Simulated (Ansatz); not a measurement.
We consider zinc-blende BeSe, described by PBE-D3(BJ) (Ansatz, a first-principles code, PAW).

Settings: plane-wave cutoff 520 eV, 12×12×12 k mesh, Fermi–Dirac smearing 0.01 eV, scalar-relativistic PAW data made under PBE.

Energies at three volumes about the minimum:

| V (Å³/atom) | E − E_lowest (meV/atom) |
|---|---|
| 16.331 | 1.78 |
| 16.665 | 0.00 |
| 16.998 | 1.62 |

Fit a parabola by hand: where is the minimum, what lattice constant follows, and what is the bulk modulus?

Slopes: (0.00 − 1.78)/(16.665 − 16.331) = -5.329 and (1.62 − 0.00)/(16.998 − 16.665) = 4.865 meV/Å³. Curvature E″ = 2 × (4.865 − (-5.329))/(16.998 − 16.331) = 30.567 meV/Å⁶. From the middle of the first interval, the slope vanishes at V0 = 16.4980 − (-5.329)/30.567 = 16.672 Å³/atom. B = V0 E″ = 16.672 × 30.567 meV/Å³ × 0.1602 GPa per meV/Å³ = 81.6 GPa. With 8 atoms in the cube, a = (8 × 16.672)^(1/3) = 5.109 Å. The full Birch–Murnaghan fit to all volumes gives V0 = 16.667 Å³/atom and B0 = 81.6 GPa.

Measured, for comparison: bulk modulus 92.2 GPa (temperature not stated, not corrected to a static lattice; as tabulated in Inakpenu et al., APS March Meeting 2017, C27.9); lattice constant a 5.139 Å (temperature not stated, not corrected to a static lattice; as tabulated in Bernardini et al. (2000), arXiv:cond-mat/0007180). Computed (rounded) less measured: bulk modulus -11 %.
